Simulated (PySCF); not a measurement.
**How well do the runs reproduce experiment for PH3?**

**Experimental background.**

NIST CCCBDB Release 22 (SRD 101), experimental dipoles lists, for the gas: dipole moment (microwave Stark effect) 0.58 D.

The results are set against them at the end.

PH₃.
Atom-mapped SMILES: `[PH3:1]` (hydrogens: H2, H3, H4 on P1)

Geometry (GFN2-xTB, Å), atoms numbered from 1 in this order:
```
atom  x, y, z in Å
P1    -0.0015    0.0035    0.5704
H2    -0.5587    1.0086   -0.2056
H3     1.1583   -0.0163   -0.1896
H4    -0.5880   -0.9910   -0.1980
```

Runs made with PySCF (gas phase, on this GFN2-xTB geometry; no spin–orbit coupling):

```json
{"level": "B97-2/pcSseg-3", "job": "shieldings", "basis functions": "175"}
{"level": "BHandHLYP/3-21G", "job": "shieldings", "basis functions": "19"}
{"level": "BHandHLYP/pcSseg-3", "job": "shieldings", "basis functions": "175"}
{"level": "BLYP/3-21G", "job": "shieldings", "basis functions": "19"}
{"level": "CAM-B3LYP/pcSseg-3", "job": "shieldings", "basis functions": "175"}
{"level": "HF/3-21G", "job": "shieldings", "basis functions": "19"}
{"level": "HSE06/3-21G", "job": "shieldings", "basis functions": "19"}
{"level": "HSE06/pcSseg-3", "job": "shieldings", "basis functions": "175"}
{"level": "KT2/3-21G", "job": "shieldings", "basis functions": "19"}
{"level": "LDA/3-21G", "job": "shieldings", "basis functions": "19"}
{"level": "OLYP/3-21G", "job": "shieldings", "basis functions": "19"}
{"level": "X3LYP/pcSseg-3", "job": "shieldings", "basis functions": "175"}
```

**Comparison with experiment**

**Dipole moment.** Measured: 0.58 D (NIST CCCBDB Release 22 (SRD 101), experimental dipoles).

```
             level  computed (D)  computed − measured (D)  % (from the printed values)
    B97-2/pcSseg-3          0.67                    +0.09                          +16
   BHandHLYP/3-21G          1.35                    +0.77                         +133
BHandHLYP/pcSseg-3          0.63                    +0.05                           +9
        BLYP/3-21G          1.43                    +0.85                         +147
CAM-B3LYP/pcSseg-3          0.65                    +0.07                          +12
          HF/3-21G          1.21                    +0.63                         +109
       HSE06/3-21G          1.52                    +0.94                         +162
    HSE06/pcSseg-3          0.68                    +0.10                          +17
         KT2/3-21G          1.54                    +0.96                         +166
         LDA/3-21G          1.70                    +1.12                         +193
        OLYP/3-21G          1.52                    +0.94                         +162
    X3LYP/pcSseg-3          0.61                    +0.03                           +5
```

12 of the 36 levels run are shown, the closest and the furthest among them. Closest is X3LYP/pcSseg-3 (+0.03 D), furthest LDA/3-21G (+1.12 D); one molecule doesn't rank methods. The computed dipoles belong to one fixed geometry; measured ones are averaged over vibrations unless marked μe. Magnitudes are compared, not signs.

No measured geometry was used, and the causes of the misses weren't examined.
